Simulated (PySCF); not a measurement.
Can point charges reproduce the dipole moment of lithium sodium (`[Li][Na]`)?

Coordinates (PBE0-D3(BJ)/def2-SVP, Å) and charges (e) from the PBE0/pcSseg-1 density (PySCF):

```
atom       x       y       z  Mulliken      IAO  Hirshfeld  ESP-fitted
 Li1   1.511  -0.088   0.009   -0.0920  -0.0084    -0.0208     +0.0006
 Na2  -1.461   0.000  -0.031   +0.0920  +0.0084    +0.0208     -0.0006
```

**Question.** What dipole does each set of charges give (1 e·Å = 4.803 D), and what does the density give?

**Answer.** The full density gives (-0.41, 0.01, -0.01) D, 0.41 D in size; dipole vectors point from the negative to the positive end.

```tsv
scheme	μx	μy	μz	size (D)	share of the full size (%)	angle to the full dipole (°)
Mulliken	-1.31	0.04	-0.02	1.31	322	0
IAO	-0.12	0.00	0.00	0.12	29	0
Hirshfeld	-0.30	0.01	0.00	0.30	73	0
ESP-fitted	0.01	0.00	0.00	0.01	2	–
```

**Question.** Which set comes closest?

**Answer.** Length of the difference vector: Hirshfeld 0.11 D, IAO 0.29 D, ESP-fitted 0.42 D, Mulliken 0.91 D. Closest: Hirshfeld. The schemes that divide the density aren't constrained to reproduce the dipole.

**Question.** What is left for the Hirshfeld atoms' own dipoles?

**Answer.** The shares of the density sum to the whole, so what Σ q r misses lies in dipoles about the nuclei. The atomic dipoles sum to (-0.41, 0.01, -0.01) − (-0.30, 0.01, 0.00) = (-0.11, 0.00, -0.01) D, 0.11 D in size.

**Question.** Give the size of the full dipole in other units.

**Answer.** 0.41 D = 0.160 au = 0.085 e·Å = 1.36 × 10⁻³⁰ C·m.

Isolated species at its PBE0-D3(BJ)/def2-SVP geometry, gas phase.
